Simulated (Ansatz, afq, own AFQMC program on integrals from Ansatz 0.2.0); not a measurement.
**CHO⁺, singlet: AFQMC among the cluster methods**

```
atom   x (Å)    y (Å)    z (Å)
   O  0.0000  -0.1013   0.5002
   C  0.0000   0.0736  -0.7526
   H  0.0000   0.7302   1.0271
```

Connectivity, by distances: OH–C.

Basis cc-pVQZ. Only valence electrons are correlated. AFQMC by an in-house program on the Cholesky factors that Ansatz 0.2.0 writes for its CCSD(T) run. The CISD trial takes its coefficients from CCSD amplitudes. Released means that phaseless walkers are propagated on without the constraint, phases kept. Uncertainties: one standard error, sampling alone.

Determinant: RHF, the one that the program's search chose, which needn't be the lowest solution. The geometry is a PBE0/def2-TZVP stationary point of this or a neighbouring charge and spin state.

No full CI on the walks' own integrals is used here. The released AFQMC energy serves as the reference, which it does only where one determinant dominates, the energy is flat over the last release times and near the phaseless one (40 meV or 2 meV an electron, half that with transition metals). On small molecules, where full CI could be run and the noise was under 10 meV, such values lay within 10 meV of it in 19 cases of 20, a flattering rate, since the rule was set on those same cases; what remains of the bias isn't in the error bar.

Cautions: raised T1 diagnostic (T1 0.024, weight of the determinant 0.88, largest double 0.09); the released value is read at 1.62 1/Eh, later times being too noisy (meV from the phaseless value at times in 1/Eh: -7 ± 8 at 0.24, -13 ± 7 at 0.51, -4 ± 7 at 0.99, -10 ± 6 at 1.62, -15 ± 18 at 2.40).

```
T1 diagnostic                               : 0.0239
weight of the determinant in the CISD state : 0.883
size of the correlated space                : 10 electrons in 138 orbitals
```

Reference: AFQMC with the constraint released, correlation energy -10.839 ± 0.006 eV.

| level | E − E(reference) (kcal/mol) | share of correlation (%) |
| --- | --- | --- |
| HF | 249.96 ± 0.14 | 0.00 |
| MP2 | 18.50 ± 0.14 | 92.60 |
| CCSD | 12.30 ± 0.14 | 95.08 |
| CCSD(T) | 0.74 ± 0.14 | 99.70 |
| ph-AFQMC/CISD | 0.23 ± 0.18 | 99.91 |

A walk keeps the symmetry of its determinant, which the program's search chose and which needn't be the lowest solution, so a lower state of the same spin and another symmetry isn't excluded. Released energies are given only where the last usable release times agree within the noise; a slower fall can still hide under it.
